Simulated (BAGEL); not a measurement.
# Si2H6 (disilane), step by step

Wanted: a single-point energy (HF/6-31G*), then a single-point energy (NEVPT2(2,2)/6-31G*), then a single-point energy (CASPT2(2,2)/6-31G*) of Si2H6 (disilane). 

Program for the calculation: BAGEL 1.2.2.

### 1 Starting point

Si2H6 has 8 atoms, charge 0, and is taken as a singlet. As SMILES, `[SiH3][SiH3]`. The Si2–H7 distance was set to 2.008 Å, away from the relaxed value. At this shape a bond of the SMILES string is far longer than usual.

Bond lengths: Si1–Si2 2.338 Å, Si1–H3 1.488 Å, Si1–H4 1.488 Å, Si1–H5 1.488 Å, Si2–H6 1.488 Å, Si2–H8 1.488 Å. Angles: Si1–Si2–H6 110.3°, Si1–Si2–H8 110.3°, Si2–Si1–H3 110.3°, Si2–Si1–H4 110.3°, Si2–Si1–H5 110.3°, H6–Si2–H8 108.7°, H3–Si1–H4 108.7°, H3–Si1–H5 108.7°, H4–Si1–H5 108.7°. A long bond or contact: Si2–H7 2.008 Å.

### 2 The energy at HF/6-31G(d) (density fitting with svp-jkfit, spherical functions) (run 1)

input.json

```json
{ "bagel": [

{
  "title": "molecule",
  "basis": "6-31gs.json",
  "df_basis": "svp-jkfit",
  "angstrom": true,
  "geometry": [
    { "atom": "Si", "xyz": [   -0.643091,    0.901809,   -0.904456 ] },
    { "atom": "Si", "xyz": [    0.060909,   -0.092791,    1.091444 ] },
    { "atom": "H", "xyz": [    0.531309,    1.359809,   -1.694456 ] },
    { "atom": "H", "xyz": [   -1.415491,   -0.072291,   -1.721456 ] },
    { "atom": "H", "xyz": [   -1.510591,    2.075709,   -0.617456 ] },
    { "atom": "H", "xyz": [    0.836409,    0.880209,    1.906744 ] },
    { "atom": "H", "xyz": [    1.228100,   -1.680500,    0.704000 ] },
    { "atom": "H", "xyz": [   -1.113591,   -0.547591,    1.883044 ] }
  ]
},
{ "title": "hf" },
{ "title": "print", "file": "orbitals.molden", "orbitals": true }

]}
```

The basis set 6-31G* is read from a file made from the Basis Set Exchange's data (not shown).

Launch:

```bash
$ BAGEL_NUM_THREADS=1 BAGEL input.json > input.out
```

Standard output:

```text
* using 1 threads per process

  ===============================================================
  ===============================================================

  *** Geometry ***

  { "atom" : "Si", "xyz" : [     -1.215266,      1.704172,     -1.709174 ] },
  { "atom" : "Si", "xyz" : [      0.115101,     -0.175350,      2.062530 ] },
  { "atom" : "H", "xyz" : [      1.004028,      2.569667,     -3.202058 ] },
  { "atom" : "H", "xyz" : [     -2.674890,     -0.136610,     -3.253080 ] },
  { "atom" : "H", "xyz" : [     -2.854603,      3.922522,     -1.166823 ] },
  { "atom" : "H", "xyz" : [      1.580584,      1.663354,      3.603224 ] },
  { "atom" : "H", "xyz" : [      2.320773,     -3.175685,      1.330367 ] },
  { "atom" : "H", "xyz" : [     -2.104382,     -1.034797,      3.558437 ] },

  Number of auxiliary basis functions:      364

  Since a DF basis is specified, we compute 2- and 3-index integrals:
    o Being stored without compression. Storage requirement is 0.007 GB

  Number of basis functions:       48
  Number of electrons      :       34

    * METHOD: MOLECULE                             0.11

  *** RHF ***

  === Nuclear Repulsion ===
    89.1244124046

      * DIIS with orbital gradients will be used.

  === RHF iteration (6-31gs.json) ===
      0       -581.20842686          0.01060951           0.02
      1       -581.24709813          0.00317669           0.02
      2       -581.25053971          0.00068873           0.02
      3       -581.25071753          0.00010041           0.02
      4       -581.25072308          0.00001402           0.02
      5       -581.25072322          0.00000261           0.02
      6       -581.25072322          0.00000053           0.02
      7       -581.25072322          0.00000014           0.02
      8       -581.25072322          0.00000003           0.02
      9       -581.25072322          0.00000001           0.02
    * SCF iteration converged.

    * Permanent dipole moment:
           (    0.260888,    -0.355964,    -0.018731) a.u.

    * METHOD: HF                                   0.28

    * METHOD: PRINT                                0.00

  ===============================================================
```

Run time: 0.56 s. Hardware: 1 thread of Arm Neoverse V2, shared host.

### 3 The energy at NEVPT2(2,2)/6-31G(d) (density fitting with svp-jkfit, spherical functions) (run 2)

job.json

```json
{ "bagel": [

{
  "title": "molecule",
  "basis": "6-31gs.json",
  "df_basis": "svp-jkfit",
  "angstrom": "true",
  "geometry": [
    { "atom": "Si", "xyz": [      -0.643091,       0.901809,      -0.904456 ] },
    { "atom": "Si", "xyz": [       0.060909,      -0.092791,       1.091444 ] },
    { "atom": "H", "xyz": [       0.531309,       1.359809,      -1.694456 ] },
    { "atom": "H", "xyz": [      -1.415491,      -0.072291,      -1.721456 ] },
    { "atom": "H", "xyz": [      -1.510591,       2.075709,      -0.617456 ] },
    { "atom": "H", "xyz": [       0.836409,       0.880209,       1.906744 ] },
    { "atom": "H", "xyz": [       1.228100,      -1.680500,       0.704000 ] },
    { "atom": "H", "xyz": [      -1.113591,      -0.547591,       1.883044 ] }
  ]
},

{ "title": "hf" },

{ "title": "casscf", "nstate": 1, "nact": 2, "nclosed": 16, "active": [17, 18], "maxiter": 200, "natocc": "true" },

{ "title": "nevpt2", "nstate": 1, "nact": 2, "nclosed": 16, "active": [17, 18], "maxiter": 200, "natocc": "true", "ncore": 10 },

{ "title": "print", "file": "orbitals.molden", "orbitals": "true" }

]}
```

The basis set 6-31G* is read from a file made from the Basis Set Exchange's data (not shown).

Launch:

```bash
$ BAGEL_NUM_THREADS=1 BAGEL job.json > job.out
```

Standard output:

```text
* using 1 threads per process

  ===============================================================
  ===============================================================

  *** Geometry ***

  { "atom" : "Si", "xyz" : [     -1.215266,      1.704172,     -1.709174 ] },
  { "atom" : "Si", "xyz" : [      0.115101,     -0.175350,      2.062530 ] },
  { "atom" : "H", "xyz" : [      1.004028,      2.569667,     -3.202058 ] },
[... 4 lines of this table left out ...]
  { "atom" : "H", "xyz" : [     -2.104382,     -1.034797,      3.558437 ] },

  Number of auxiliary basis functions:      364

  Since a DF basis is specified, we compute 2- and 3-index integrals:
    o Being stored without compression. Storage requirement is 0.007 GB

[... 18 lines left out ...]
    * SCF iteration converged.
[... 1 line left out ...]
    * Permanent dipole moment:
[... 27 lines left out ...]
    * Second-order optimization converged. *
[... 1 line left out ...]
     guess   0:   closed 1.                   open ..

  === FCI iteration ===

      0  0      -581.24992706     6.93e-02      0.00
      1  0      -581.27635796     1.09e-03      0.00
      2  0 *    -581.27636744     5.56e-16      0.00

     * ci vector, state   0, <S^2> = 0.0000
       2.     0.9823021538
       .2    -0.1873031732

    * METHOD: CASSCF                               1.20

    * freezing 10 orbitals

  === DF-NEVPT2 calculation ===

    * 3-index integral transformation done
    * assembly done

      NEVPT2 correlation energy:   -0.1454791981      0.02

          (+0)     -0.1246052741
          (+0)'    -0.0041415547
          (+1)     -0.0039456035
          (+1)'    -0.0000000000
          (+2)     -0.0002311643
          (-1)     -0.0106205999
          (-1)'     0.0000000000
          (-2)     -0.0019350016

      NEVPT2 total energy:       -581.4218466427

    * METHOD: NEVPT2                               0.07

    * METHOD: PRINT                                0.00

  ===============================================================
```

Run time: 1.8 s. Hardware: 1 thread of Arm Neoverse V2, shared host.

### 4 The energy at CASPT2(2,2)/6-31G(d) (density fitting with svp-jkfit, spherical functions) (run 3)

calc.json

```json
{ "bagel" : [

{
  "title" : "molecule",
  "basis" : "6-31gs.json",
  "df_basis" : "svp-jkfit",
  "angstrom" : true,
  "geometry" : [
    { "atom" : "Si", "xyz" : [      -0.643091,       0.901809,      -0.904456 ] },
    { "atom" : "Si", "xyz" : [       0.060909,      -0.092791,       1.091444 ] },
    { "atom" : "H", "xyz" : [       0.531309,       1.359809,      -1.694456 ] },
    { "atom" : "H", "xyz" : [      -1.415491,      -0.072291,      -1.721456 ] },
    { "atom" : "H", "xyz" : [      -1.510591,       2.075709,      -0.617456 ] },
    { "atom" : "H", "xyz" : [       0.836409,       0.880209,       1.906744 ] },
    { "atom" : "H", "xyz" : [       1.228100,      -1.680500,       0.704000 ] },
    { "atom" : "H", "xyz" : [      -1.113591,      -0.547591,       1.883044 ] }
  ]
},

{ "title" : "hf" },

{ "title" : "casscf", "nstate" : 1, "nact" : 2, "nclosed" : 16, "active" : [17, 18], "maxiter" : 200, "natocc" : true },

{ "title" : "print", "file" : "orbitals.molden", "orbitals" : true },

{ "title" : "smith", "method" : "caspt2", "ms" : true, "xms" : true, "sssr" : true, "shift" : 0.2, "shift_imag" : true, "ncore" : 10 }

]}
```

The basis set 6-31G* is read from a file made from the Basis Set Exchange's data (not shown).

Launch:

```bash
$ BAGEL_NUM_THREADS=1 BAGEL calc.json > calc.out
```

Standard output:

```text
* using 1 threads per process

  ===============================================================
  ===============================================================

  *** Geometry ***

  { "atom" : "Si", "xyz" : [     -1.215266,      1.704172,     -1.709174 ] },
  { "atom" : "Si", "xyz" : [      0.115101,     -0.175350,      2.062530 ] },
  { "atom" : "H", "xyz" : [      1.004028,      2.569667,     -3.202058 ] },
[... 4 lines of this table left out ...]
  { "atom" : "H", "xyz" : [     -2.104382,     -1.034797,      3.558437 ] },

  Number of auxiliary basis functions:      364

  Since a DF basis is specified, we compute 2- and 3-index integrals:
    o Being stored without compression. Storage requirement is 0.007 GB

[... 18 lines left out ...]
    * SCF iteration converged.
[... 1 line left out ...]
    * Permanent dipole moment:
[... 27 lines left out ...]
    * Second-order optimization converged. *
[... 9 lines left out ...]
     * ci vector, state   0, <S^2> = 0.0000
[... 16 lines left out ...]
    * Zeroth order energy : state  0       -0.7722971198
[... 4 lines left out ...]
       #      aibj      arbs      arbi      airj      risj      airs      arst      rist         Etot      error   time
[... 2 lines left out ...]
       0  -0.12381  -0.00243  -0.01089  -0.00433  -0.00035  -0.00362  -0.00000  -0.00000   -0.1454255  0.0014393   0.01
       1  -0.12390  -0.00245  -0.01093  -0.00443  -0.00038  -0.00372   0.00000  -0.00000   -0.1458044  0.0002821   0.01
       2  -0.12390  -0.00245  -0.01093  -0.00444  -0.00038  -0.00372  -0.00000  -0.00000   -0.1458191  0.0000580   0.01
       3  -0.12390  -0.00245  -0.01093  -0.00443  -0.00038  -0.00372  -0.00000  -0.00000   -0.1458196  0.0000118   0.01
       4  -0.12390  -0.00245  -0.01093  -0.00443  -0.00038  -0.00372   0.00000  -0.00000   -0.1458196  0.0000019   0.01
       5  -0.12390  -0.00245  -0.01093  -0.00443  -0.00038  -0.00372  -0.00000  -0.00000   -0.1458196  0.0000004   0.01

      ------------------------------------------------------------------------------------------------------------------

    * CASPT2 energy : state  0     -581.4237041902
        w/o shift correction       -581.4221870521
        reference weight              0.9336746900

    * METHOD: SMITH                                0.11

  ===============================================================
```

It took 1.9 s on 1 thread of Arm Neoverse V2, shared host.

### 5 Outcome

| quantity | value |
| --- | --- |
| run 1, HF/6-31G*: total energy | -581.25072 Eh |
| run 1, HF/6-31G*: dipole moment | 1.12 D |
| run 1, HF/6-31G*: HOMO energy | -10.73 eV |
| run 1, HF/6-31G*: LUMO energy | 2.62 eV |
| run 1, HF/6-31G*: HOMO–LUMO gap | 13.35 eV |
| run 2, NEVPT2(2,2)/6-31G*: total energy | -581.42185 Eh |
| run 3, CASPT2(2,2)/6-31G*: total energy | -581.42370 Eh |
